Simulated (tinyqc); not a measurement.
ROHF in the sto-6g basis, for OH+, spin multiplicity 3, step by step (part 2 of 2). This run ends on a higher stationary point, not on the lowest solution. Computed by tinyqc, a small Python program that keeps every step (integrals from PySCF). Command: `OMP_NUM_THREADS=1 python tinyqc.py 27349 27350 out.jsonl` (the two numbers bound the seeds that draw the settings). One thread of a shared host (Intel(R) Xeon(R) Processor @ 2.60GHz), about 0.1 s of CPU time with the checks.

Geometry (angstrom):

| atom | x | y | z |
|---|---|---|---|
| O | 0.000000 | 0.000000 | 0.000000 |
| H | 0.000000 | 0.000000 | 0.970000 |

## Iteration 4: building the Fock matrix

D(alpha) after iteration 3, lower triangle:
```
            1O 1s      1O 2s    1O 2px    1O 2py    1O 2pz     2H 1s
1O 1s    1.055336
1O 2s   -0.239604   1.053865
1O 2px   0.000000   0.000000  1.000000
1O 2py   0.000000   0.000000  0.000000  1.000000
1O 2pz   0.026834  -0.178841  0.000000  0.000000  0.629635
2H 1s   -0.003918  -0.037476  0.000000  0.000000  0.316416  0.161777
```

D(beta) after iteration 3, lower triangle:
```
            1O 1s     1O 2s    1O 2px    1O 2py    1O 2pz     2H 1s
1O 1s    1.047855
1O 2s   -0.200759  0.852157
1O 2px   0.000000  0.000000  0.977470
1O 2py   0.000000  0.000000  0.148399  0.022530
1O 2pz  -0.039966  0.168030  0.000000  0.000000  0.033133
2H 1s   -0.036449  0.131449  0.000000  0.000000  0.025921  0.020306
```

core Hamiltonian H = T + V (hartree), lower triangle:
```
             1O 1s      1O 2s     1O 2px     1O 2py     1O 2pz      2H 1s
1O 1s   -32.476661
1O 2s    -7.173405  -8.696475
1O 2px    0.000000   0.000000  -6.966766
1O 2py    0.000000   0.000000   0.000000  -6.966766
1O 2pz   -0.015993  -0.178772   0.000000   0.000000  -7.088616
2H 1s    -1.682662  -3.442900   0.000000   0.000000  -2.418988  -4.683859
```

Two-electron integrals (ij|kl) in chemists' order, unique and non-zero (hartree):
```
(11|11) 4.787491   (21|11) 0.675884   (21|21) 0.121505   (22|11) 1.117379
(22|21) 0.249212   (22|22) 0.817383   (31|31) 0.025762   (32|31) 0.039145
(32|32) 0.180664   (33|11) 1.117381   (33|21) 0.249212   (33|22) 0.817382
(33|33) 0.880663   (41|41) 0.025762   (42|41) 0.039145   (42|42) 0.180664
(43|43) 0.047461   (44|11) 1.117381   (44|21) 0.249212   (44|22) 0.817382
(44|33) 0.785741   (44|44) 0.880663   (51|51) 0.025762   (52|51) 0.039145
(52|52) 0.180664   (53|53) 0.047461   (54|54) 0.047461   (55|11) 1.117381
(55|21) 0.249212   (55|22) 0.817382   (55|33) 0.785741   (55|44) 0.785741
(55|55) 0.880663   (61|11) 0.168017   (61|21) 0.028940   (61|22) 0.058025
(61|33) 0.057899   (61|44) 0.057899   (61|51) 0.001412   (61|52) 0.002753
(61|55) 0.058277   (61|61) 0.007026   (62|11) 0.394844   (62|21) 0.089229
(62|22) 0.322349   (62|33) 0.317097   (62|44) 0.317097   (62|51) 0.007113
(62|52) 0.051697   (62|55) 0.332853   (62|61) 0.021346   (62|62) 0.155829
(63|31) 0.010088   (63|32) 0.056195   (63|53) 0.010752   (63|63) 0.022485
(64|41) 0.010088   (64|42) 0.056195   (64|54) 0.010752   (64|64) 0.022485
(65|11) 0.278572   (65|21) 0.063867   (65|22) 0.246112   (65|33) 0.234912
(65|44) 0.234912   (65|51) 0.014603   (65|52) 0.093830   (65|55) 0.268511
(65|61) 0.016007   (65|62) 0.144694   (65|65) 0.155528   (66|11) 0.525897
(66|21) 0.121046   (66|22) 0.498581   (66|33) 0.478469   (66|44) 0.478469
(66|51) 0.012957   (66|52) 0.127139   (66|55) 0.538803   (66|61) 0.029290
(66|62) 0.300093   (66|65) 0.318505   (66|66) 0.774999
```

nuclear repulsion = 4.36434813 hartree

J_ij = sum D_kl (ij|kl) with D = D(alpha) + D(beta), K_ij = sum D_kl (ik|jl) for each spin; F = H + J - K(s); E = tr D H + tr D J / 2 - 0.5 sum_s tr D(s) K(s) + E_nn.

Coulomb J (hartree), lower triangle:
```
            1O 1s     1O 2s    1O 2px    1O 2py    1O 2pz     2H 1s
1O 1s   16.043328
1O 2s    2.782514  6.997593
1O 2px   0.000000  0.000000  7.057100
1O 2py   0.000000  0.000000  0.014086  6.966455
1O 2pz   0.012057  0.091953  0.000000  0.000000  6.969226
2H 1s    0.670445  2.718116  0.000000  0.000000  2.069405  4.152402
```

exchange K(alpha) (hartree), lower triangle:
```
           1O 1s      1O 2s    1O 2px    1O 2py    1O 2pz     2H 1s
1O 1s   4.922860
1O 2s   0.781412   1.378361
1O 2px  0.000000   0.000000  1.162983
1O 2py  0.000000   0.000000  0.000000  1.162983
1O 2pz  0.001161  -0.023775  0.000000  0.000000  1.036180
2H 1s   0.200476   0.564445  0.000000  0.000000  0.430746  0.557624
```

exchange K(beta) (hartree), lower triangle:
```
           1O 1s     1O 2s    1O 2px    1O 2py    1O 2pz     2H 1s
1O 1s   4.870949
1O 2s   0.716920  0.994529
1O 2px  0.000000  0.000000  1.043747
1O 2py  0.000000  0.000000  0.123647  0.248090
1O 2pz  0.003532  0.206735  0.000000  0.000000  0.282554
2H 1s   0.178962  0.476108  0.000000  0.000000  0.191125  0.315575
```

F(alpha) (hartree), lower triangle:
```
             1O 1s      1O 2s     1O 2px     1O 2py     1O 2pz      2H 1s
1O 1s   -21.356194
1O 2s    -5.172303  -3.077242
1O 2px    0.000000   0.000000  -1.072649
1O 2py    0.000000   0.000000   0.014086  -1.163294
1O 2pz   -0.005097  -0.063044   0.000000   0.000000  -1.155570
2H 1s    -1.212694  -1.289229   0.000000   0.000000  -0.780329  -1.089082
```

F(beta) (hartree), lower triangle:
```
             1O 1s      1O 2s     1O 2px     1O 2py     1O 2pz      2H 1s
1O 1s   -21.304283
1O 2s    -5.107811  -2.693411
1O 2px    0.000000   0.000000  -0.953413
1O 2py    0.000000   0.000000  -0.109560  -0.248401
1O 2pz   -0.007467  -0.293554   0.000000   0.000000  -0.401944
2H 1s    -1.191180  -1.200892   0.000000   0.000000  -0.540709  -0.847033
```

total energy of this density = -74.58966533 hartree

## Iteration 4: Roothaan effective Fock matrix

overlap S, lower triangle:
```
           1O 1s     1O 2s    1O 2px    1O 2py    1O 2pz     2H 1s
1O 1s   1.000000
1O 2s   0.231145  1.000000
1O 2px  0.000000  0.000000  1.000000
1O 2py  0.000000  0.000000  0.000000  1.000000
1O 2pz  0.000000  0.000000  0.000000  0.000000  1.000000
2H 1s   0.053827  0.468451  0.000000  0.000000  0.388234  1.000000
```

With projectors Pc = D(beta) S, Po = (D(alpha) - D(beta)) S, Pv = 1 - D(alpha) S, the block xy is Px^T F Py; with Fc = (F(alpha) + F(beta))/2, the blocks are Fc for cc, oo, vv and cv, F(beta) for co and F(alpha) for ov.

effective F (hartree), lower triangle:
```
             1O 1s      1O 2s     1O 2px     1O 2py     1O 2pz      2H 1s
1O 1s   -21.330296
1O 2s    -5.137718  -2.857329
1O 2px    0.000000   0.000000  -1.013031
1O 2py    0.000000   0.000000  -0.047737  -0.705847
1O 2pz   -0.015463  -0.220590   0.000000   0.000000  -0.840753
2H 1s    -1.206571  -1.272477   0.000000   0.000000  -0.671344  -0.962889
```

## Iteration 4: diagonalisation and new density

X:
```
                1          2         3          4          5         6
1O 1s    0.249402   0.776172  0.000000   0.000000   0.597346  0.200644
1O 2s   -0.930156  -0.474285  0.000000   0.000000   0.372342  0.444966
1O 2px   0.000000   0.000000  0.519883   0.854238   0.000000  0.000000
1O 2py   0.000000   0.000000  0.854238  -0.519883   0.000000  0.000000
1O 2pz  -0.694073   0.555228  0.000000   0.000000  -0.595391  0.309843
2H 1s    1.112082  -0.224236  0.000000   0.000000  -0.194130  0.520555
```

Diagonalise F' = X^T F X, C = X C', fill 5 alpha and 3 beta electrons from the bottom; D(s) = C_occ C_occ^T. Each column has its largest component positive (the first on a tie).

F' = X^T F X (hartree), lower triangle:
```
           1          2          3          4           5          6
1  -0.290902
2  -1.548310  -9.598612
3   0.000000   0.000000  -0.831272
4   0.000000   0.000000  -0.158354  -0.887606
5  -1.152364  -8.968906   0.000000   0.000000  -10.209612
6  -0.168209  -4.203587   0.000000   0.000000   -4.711414  -3.804311
```

orbital energies (hartree): MO1 -21.332784, MO2 -1.792934, MO3 -1.020278, MO4 -0.861573, MO5 -0.698600, MO6 0.083853

coefficients C:
```
              MO1        MO2       MO3        MO4        MO5        MO6
1O 1s    0.997162  -0.228128  0.000000   0.092126   0.000000   0.082845
1O 2s    0.012809   0.905211  0.000000  -0.466363   0.000000  -0.624263
1O 2px   0.000000   0.000000  0.988671   0.000000  -0.150100   0.000000
1O 2py   0.000000   0.000000  0.150100   0.000000   0.988671   0.000000
1O 2pz   0.002168   0.201831  0.000000   0.780532   0.000000  -0.768465
2H 1s   -0.003441   0.160646  0.000000   0.349415   0.000000   1.203230
```

D(alpha) after iteration 4, lower triangle:
```
            1O 1s      1O 2s    1O 2px    1O 2py    1O 2pz     2H 1s
1O 1s    1.054861
1O 2s   -0.236696   1.037065
1O 2px   0.000000   0.000000  1.000000
1O 2py   0.000000   0.000000  0.000000  1.000000
1O 2pz   0.028026  -0.181284  0.000000  0.000000  0.649971
2H 1s   -0.007888  -0.017580  0.000000  0.000000  0.305145  0.147910
```

D(beta) after iteration 4, lower triangle:
```
            1O 1s     1O 2s    1O 2px    1O 2py    1O 2pz     2H 1s
1O 1s    1.046374
1O 2s   -0.193731  0.819571
1O 2px   0.000000  0.000000  0.977470
1O 2py   0.000000  0.000000  0.148399  0.022530
1O 2pz  -0.043881  0.182728  0.000000  0.000000  0.040741
2H 1s   -0.040079  0.145374  0.000000  0.000000  0.032416  0.025819
```

## Iteration 14 (converged): orbitals

converged F (hartree), lower triangle:
```
             1O 1s      1O 2s     1O 2px     1O 2py     1O 2pz      2H 1s
1O 1s   -21.333024
1O 2s    -5.138288  -2.836922
1O 2px    0.000000   0.000000  -1.012106
1O 2py    0.000000   0.000000  -0.047737  -0.704922
1O 2pz   -0.015123  -0.230716   0.000000   0.000000  -0.859748
2H 1s    -1.207036  -1.274943   0.000000   0.000000  -0.681638  -0.968585
```

As before.

F' = X^T F X (hartree), lower triangle:
```
           1          2          3          4           5          6
1  -0.281803
2  -1.536402  -9.593561
3   0.000000   0.000000  -0.830347
4   0.000000   0.000000  -0.158354  -0.886681
5  -1.165700  -8.972897   0.000000   0.000000  -10.212626
6  -0.169955  -4.213530   0.000000   0.000000   -4.699520  -3.811160
```

orbital energies (hartree): MO1 -21.335504, MO2 -1.782606, MO3 -1.019353, MO4 -0.866458, MO5 -0.697675, MO6 0.085418

coefficients C:
```
              MO1        MO2       MO3        MO4        MO5        MO6
1O 1s    0.997169  -0.225756  0.000000   0.096273   0.000000   0.084526
1O 2s    0.012770   0.892833  0.000000  -0.479287   0.000000  -0.632250
1O 2px   0.000000   0.000000  0.988671   0.000000  -0.150100   0.000000
1O 2py   0.000000   0.000000  0.150100   0.000000   0.988671   0.000000
1O 2pz   0.002142   0.217572  0.000000   0.784857   0.000000  -0.759714
2H 1s   -0.003397   0.171538  0.000000   0.331326   0.000000   1.206838
```

D(alpha) after iteration 14, lower triangle:
```
            1O 1s      1O 2s    1O 2px    1O 2py    1O 2pz     2H 1s
1O 1s    1.054580
1O 2s   -0.234971   1.027029
1O 2px   0.000000   0.000000  1.000000
1O 2py   0.000000   0.000000  0.000000  1.000000
1O 2pz   0.028578  -0.181889  0.000000  0.000000  0.663343
2H 1s   -0.010216  -0.005689  0.000000  0.000000  0.297358  0.139214
```

D(beta) after iteration 14, lower triangle:
```
            1O 1s     1O 2s    1O 2px    1O 2py    1O 2pz     2H 1s
1O 1s    1.045311
1O 2s   -0.188829  0.797314
1O 2px   0.000000  0.000000  0.977470
1O 2py   0.000000  0.000000  0.148399  0.022530
1O 2pz  -0.046983  0.194282  0.000000  0.000000  0.047342
2H 1s   -0.042113  0.153111  0.000000  0.000000  0.037315  0.029437
```

## Convergence

Stop when the energy changes by less than 1e-10 hartree and every element of the error matrix X^T (F D S - S D F) X is below 3e-06.

Course of the cycle:

| iteration | E (hartree) | change | largest element of the error matrix |
|---|---|---|---|
| 1 | -28.43743853 | - | 1.63e-01 |
| 2 | -74.35808379 | -4.59e+01 | 4.08e-01 |
| 3 | -74.57947214 | -2.21e-01 | 6.79e-02 |
| 4 | -74.58966533 | -1.02e-02 | 2.14e-02 |
| 5 | -74.59157299 | -1.91e-03 | 9.13e-03 |
| 6 | -74.59189793 | -3.25e-04 | 3.67e-03 |
| 7 | -74.59194929 | -5.14e-05 | 1.44e-03 |
| 8 | -74.59195712 | -7.82e-06 | 5.58e-04 |
| 9 | -74.59195829 | -1.17e-06 | 2.15e-04 |
| 10 | -74.59195847 | -1.75e-07 | 8.31e-05 |
| 11 | -74.59195849 | -2.60e-08 | 3.20e-05 |
| 12 | -74.59195850 | -3.86e-09 | 1.23e-05 |
| 13 | -74.59195850 | -5.73e-10 | 4.75e-06 |
| 14 | -74.59195850 | -8.51e-11 | 1.83e-06 |

PySCF ROHF in the same basis = -74.73964275 hartree

Converged in 14 iterations. But the solution lies 0.14768 hartree above the reference: it is another stationary point, not the lowest one. Reruns (cap 100 unless said): DIIS 8: converged in 14 to a higher stationary point; atomic densities as start, DIIS 8: converged in 7.

## Populations, bond orders and dipole

Mulliken: Z minus the diagonal of D S on the atom; Loewdin: the same with S^(1/2) D S^(1/2); Mayer order: 2 sum_s sum (D(s) S)_ij (D(s) S)_ji over the two atoms.

Charges (e):

| atom | Mulliken | Loewdin | Mulliken spin |
|---|---|---|---|
| 1O | 0.364825 | 0.489398 | 1.861938 |
| 2H | 0.635175 | 0.510602 | 0.138062 |

Mayer bond orders:

| pair | order |
|---|---|
| 2-1 | 0.577492 |

dipole moment about the origin, x y z (debye): 0.000000  0.000000  2.524365
